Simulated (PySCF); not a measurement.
# Fluorine: a sound run and one with changed settings

Sound run: F [He] 2s2 2p5, F⁺ [He] 2s2 2p4. Calculation: PySCF 2.14, in cc-pVTZ; no relativity, point nucleus. The sound run starts from symmetry-adapted Hartree-Fock orbitals and uses a fine grid where one is needed.

A second run was set up differently.

```json
{"species": "F", "method": "UHF", "sound run (hartree)": "-99.40552", "changed run (hartree)": "-99.40552", "converged": "yes"}
{"species": "F", "method": "M06-L", "sound run (hartree)": "-99.74375", "changed run (hartree)": "-99.74038", "converged": "yes"}
{"species": "F", "method": "M06-2X", "sound run (hartree)": "-99.73018", "changed run (hartree)": "-99.73065", "converged": "yes"}
{"species": "F⁺", "method": "UHF", "sound run (hartree)": "-98.83026", "changed run (hartree)": "-98.83026", "converged": "yes"}
{"species": "F⁺", "method": "M06-L", "sound run (hartree)": "-99.11097", "changed run (hartree)": "-99.11310", "converged": "yes"}
{"species": "F⁺", "method": "M06-2X", "sound run (hartree)": "-99.08639", "changed run (hartree)": "-99.08911", "converged": "yes"}
```

Ionisation energy of F:

| method | sound run (eV) | changed run (eV) |
| --- | --- | --- |
| UHF | 15.654 | 15.654 |
| M06-L | 17.219 | 17.069 |
| M06-2X | 17.518 | 17.457 |

Task: What was changed?
A. too few SCF iterations
B. level shift left on
C. radial grid too coarse
D. a valence shell is frozen

Result: C. It used radial step 0.3 in ln r (0.13 in the sound run). A coarse radial grid mis-integrates the density and the exchange-correlation energy, with errors of either sign; Hartree-Fock needs no grid.
